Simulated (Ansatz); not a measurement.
# C₆H₁₂: one species, many methods

One table from this session's results is given with a row withheld; the runs are named, their logs left out.

Method: functionals in def2-TZVPP, the program's frozen cores in correlated methods; program: Ansatz 0.2.0, Gaussian basis.

The runs, in order: LDA (SPW92), PBE-D4, revPBE-D4, BLYP-D4, r2SCAN-D4, B97M-V, PBE0-D4, B3LYP-D4, r2SCANh-D4, r2SCAN0-D4, HSE06-D4, BHLYP-D4, CAM-B3LYP-D4, LC-ωPBE, ωB97X-V, ωB97M-V, B2PLYP, PBE-QIDH; CCSD(T)/def2-SVP; CCSD(T)/def2-TZVPP; MP2/def2-QZVPP; extrapolation to the limit; RPA on PBE.

## The geometry

An earlier PBE0-D4 in a triple-zeta def2 set relaxation fixed the geometry.

SMILES `C/C=C\CCC`, 18 atoms, charge 0, spin multiplicity 1.

Atoms are counted from 1 here; the program's logs count them from 0.

Bond lengths: C1–C2 1.491 Å, C1–H7 1.095 Å, C1–H8 1.090 Å, C1–H9 1.095 Å, C2–C3 1.330 Å, C2–H10 1.088 Å, C3–C4 1.493 Å, C3–H11 1.089 Å, C4–C5 1.530 Å, C4–H12 1.096 Å, C4–H13 1.094 Å, C5–C6 1.519 Å, C5–H14 1.096 Å, C5–H15 1.095 Å, C6–H16 1.094 Å, C6–H17 1.093 Å, C6–H18 1.092 Å. Angles: C2–C1–H7 110.8°, C2–C1–H8 112.9°, C2–C1–H9 110.6°, H7–C1–H8 108.0°, H7–C1–H9 106.5°, H8–C1–H9 107.8°, C1–C2–C3 127.5°, C1–C2–H10 115.2°, C3–C2–H10 117.3°, C2–C3–C4 127.9°, C2–C3–H11 117.2°, C4–C3–H11 114.8°, C3–C4–C5 112.6°, C3–C4–H12 108.7°, C3–C4–H13 111.0°, C5–C4–H12 108.7°, C5–C4–H13 109.2°, H12–C4–H13 106.4° and more.

Geometry (Å):

```xyz
18
charge 0, multiplicity 1
C    -1.9774   -1.1989    0.4868
C    -0.7031   -1.1422    1.2590
C     0.5134   -0.8678    0.7957
C     0.9094   -0.5379   -0.6059
C     1.4107    0.9005   -0.7525
C     0.3239    1.9347   -0.5169
H    -2.4421   -2.1864    0.5748
H    -1.8403   -0.9850   -0.5731
H    -2.7006   -0.4785    0.8830
H    -0.7961   -1.3507    2.3229
H     1.3308   -0.8592    1.5156
H     1.7087   -1.2216   -0.9151
H     0.0783   -0.7016   -1.2975
H     2.2360    1.0651   -0.0502
H     1.8319    1.0280   -1.7550
H    -0.4894    1.8187   -1.2395
H    -0.1066    1.8320    0.4822
H     0.7124    2.9510   -0.6142
```

Set-up of the first run:

File in.yaml:

```yaml
crystal:
  periodic: [false, false, false]
  atoms:
    - {symbol: C, position_ang: [-1.977387, -1.198944, 0.486762]}
    - {symbol: C, position_ang: [-0.703079, -1.142247, 1.258987]}
    - {symbol: C, position_ang: [0.513423, -0.867778, 0.795739]}
    - {symbol: C, position_ang: [0.909365, -0.537855, -0.605879]}
    - {symbol: C, position_ang: [1.410700, 0.900471, -0.752501]}
    - {symbol: C, position_ang: [0.323921, 1.934675, -0.516884]}
    - {symbol: H, position_ang: [-2.442150, -2.186383, 0.574773]}
    - {symbol: H, position_ang: [-1.840296, -0.985037, -0.573051]}
    - {symbol: H, position_ang: [-2.700604, -0.478520, 0.882951]}
    - {symbol: H, position_ang: [-0.796055, -1.350747, 2.322890]}
    - {symbol: H, position_ang: [1.330800, -0.859176, 1.515610]}
    - {symbol: H, position_ang: [1.708735, -1.221616, -0.915092]}
    - {symbol: H, position_ang: [0.078273, -0.701594, -1.297508]}
    - {symbol: H, position_ang: [2.235989, 1.065115, -0.050215]}
    - {symbol: H, position_ang: [1.831946, 1.027965, -1.754979]}
    - {symbol: H, position_ang: [-0.489387, 1.818675, -1.239534]}
    - {symbol: H, position_ang: [-0.106558, 1.831973, 0.482161]}
    - {symbol: H, position_ang: [0.712365, 2.951032, -0.614238]}
basis:
  gaussian: {orbitals: def2-TZVPP}
hamiltonian: {xc: lda}
output: {orbitals: {seedname: orbitals}}
```

Run with:

```
$ ansatz run in.yaml --threads 2 --pin off --events-out ev --progress --plain --max-ram 22528MiB --backend cuda --devices 0, --max-vram 18GiB
```

Among the steps run: LDA; PBE-D4 (GGA); revPBE-D4 (GGA); BLYP-D4 (GGA); r2SCAN-D4 (meta-GGA); B97M-V (meta-GGA); B3LYP-D4 (hybrid); r2SCANh-D4 (hybrid); r2SCAN0-D4 (hybrid); HSE06-D4 (hybrid); BHLYP-D4 (hybrid); CAM-B3LYP-D4 (range-separated); LC-ωPBE (range-separated); ωB97X-V (range-separated); ωB97M-V (range-separated); B2PLYP (double hybrid); PBE-QIDH (double hybrid).

One table of the session follows, with a row left open; its other results are not shown here.

It belongs to the step «Orbital energies across the functionals». 

| functional | HOMO (eV) | LUMO (eV) | gap (eV) |
| --- | --- | --- | --- |
| LDA (SPW92) | -5.96 | -0.59 | 5.37 |
| PBE-D4 | -5.80 | -0.37 | 5.43 |
| revPBE-D4 | -5.74 | -0.28 | 5.46 |
| BLYP-D4 | -5.65 | -0.24 | 5.41 |
| r2SCAN-D4 | -5.97 | -0.10 | 5.87 |
| B97M-V | -6.01 | -0.09 | 5.92 |
| PBE0-D4 | -6.90 | 0.65 | 7.55 |
| B3LYP-D4 | -6.69 | 0.40 | 7.09 |
| r2SCANh-D4 | -6.39 | 0.27 | 6.66 |
| r2SCAN0-D4 | -7.03 | 0.81 | 7.84 |
| HSE06-D4 | -6.50 | 0.27 | 6.77 |
| BHLYP-D4 | -7.87 | 1.64 | 9.51 |
| CAM-B3LYP-D4 | -8.22 | 1.72 | 9.94 |
| LC-ωPBE | ? | ? | ? |
| ωB97X-V | -9.22 | 2.79 | 12.01 |
| ωB97M-V | -9.13 | 2.52 | 11.65 |

Q: Estimate the row for LC-ωPBE from the others.

The run gave: HOMO (eV): -9.60; LUMO (eV): 2.92; gap (eV): 12.52. In the column «HOMO (eV)» it is the lowest.
